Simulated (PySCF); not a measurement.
**A diatomic session: LiB**

An exercise on one series of results from a longer session: the logs are not shown, and one member is left open.

Computed with PySCF 2.14.0. Level: Li def2-TZVPP, B def2-TZVPP, no relativity.

The first run:

A driver script around PySCF takes these settings:

| Property | Result |
| --- | --- |
| atoms | Li, B |
| charge | 0 |
| basis | Li def2-TZVPP, B def2-TZVPP |
| Hamiltonian | no relativity |
| basis functions | 50 |
| electrons treated | 8 |
| masses in u | 7.0160, 11.0093 |
| levels | PBE0, PBE, r²SCAN, B97-3, TPSS, M06-L, LDA, ωB97X, HF, MP2, SCS-MP2, CCSD, CCSD(T) |
| grid | 80 radial by 434 angular points |
| occupations | held fixed by the projection of orbital angular momentum |
| dissociation limit | Li + B, each in its ground configuration |
| starting distance in angstrom | 2.100 |
| values of 2S to try | 0, 2 |

Started as:

```bash
OMP_NUM_THREADS=1 python dia.py task.json out
```

Steps of the session up to this table: The job; PBE0 along the bond; Higher solutions at PBE0; PBE (GGA); r²SCAN (meta-GGA); B97-3; TPSS; M06-L (meta-GGA); LDA; ωB97X (range-separated hybrid); UHF; Correlated methods on the Hartree–Fock reference.

One of the session's tables, all rows but one given; the rest of the session is left out.

| level | Re (Å) | ωe (cm⁻¹) | De (eV) |
| --- | --- | --- | --- |
| UHF | 2.135 | 570 | 0.76 |
| UHF-MP2 | 2.132 | 561 | 1.16 |
| UHF-SCS-MP2 | 2.130 | 563 | 1.03 |
| UHF-CCSD | 2.136 | 549 | 1.10 |
| UHF-CCSD(T) | 2.139 | 544 | 1.14 |
| LDA | 2.132 | 534 | 1.67 |
| PBE | 2.151 | 521 | 1.41 |
| TPSS | 2.146 | 533 | 1.37 |
| r²SCAN | 2.148 | 537 | 1.51 |
| M06-L | 2.136 | 541 | 1.48 |
| PBE0 | 2.131 | 547 | 1.34 |
| B97-3 | ? | ? | ? |
| ωB97X | 2.128 | 565 | 1.26 |

**Question.** Estimate the row for B97-3.

**Answer.** Re (Å): 2.124; ωe (cm⁻¹): 558; De (eV): 1.32. In the column «Re (Å)» it is the lowest.
